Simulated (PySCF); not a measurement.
PO₂⁺: fields on a plane

These are results of PySCF, BP86, basis P def2-TZVP, O def2-TZVP (no relativity, density fitting), not measurements.

The singlet minimum has P–O 1.454 Å (×2); O–P–O 180.0°.

The plane holds P1 at (0.00, 0.00), O2 at (1.45, 0.00), O3 at (-1.45, 0.00) Å. Columns run from x = -3.45 to 3.75 Å, rows from y = 2.25 (top) to -1.95 Å, in steps of 0.3 Å. Other isomers or separated fragments may lie lower.

Task: Give the electrostatic potential (V) (cut at 20 V). Lower edges of the bins (V): '0' 3.260, '1' 3.359, '2' 3.516, '3' 3.764, '4' 4.158, '5' 4.782, '6' 5.771, '7' 7.338, '8' 9.823, '9' 13.760; top 20.0.

Result: 
```
1234445566666666554443210
2334455666777766655443321
2344556677777777665544321
3345566778888887766554332
3445667788999988776654432
3455679999999999997655432
3456799999999999999765433
4456899999999999999865443
4456899999999999999865443
3456799999999999999765433
3455679999999999997655432
3445667788999988776654432
3345566778888887766554332
2344556677777777665544321
2334455666777766655443321
```

Task: Give the electron localisation function (set to 0 where the density is under 0.005 e/Å³). Every second row and column.

Result: 
```
0.00 0.00 0.00 0.00 0.00 0.00 0.00 0.00 0.00 0.00 0.00 0.00 0.00
0.00 0.00 0.00 0.09 0.10 0.14 0.14 0.12 0.10 0.07 0.00 0.00 0.00
0.00 0.00 0.37 0.59 0.52 0.59 0.55 0.55 0.57 0.53 0.16 0.00 0.00
0.00 0.17 0.77 0.87 0.80 0.19 0.15 0.76 0.82 0.87 0.50 0.00 0.00
0.00 0.22 0.82 0.17 0.68 0.11 0.85 0.67 0.15 0.87 0.59 0.00 0.00
0.00 0.10 0.61 0.82 0.72 0.65 0.31 0.72 0.80 0.77 0.34 0.00 0.00
0.00 0.00 0.14 0.29 0.27 0.36 0.37 0.30 0.28 0.24 0.00 0.00 0.00
0.00 0.00 0.00 0.00 0.00 0.04 0.03 0.00 0.00 0.00 0.00 0.00 0.00
```
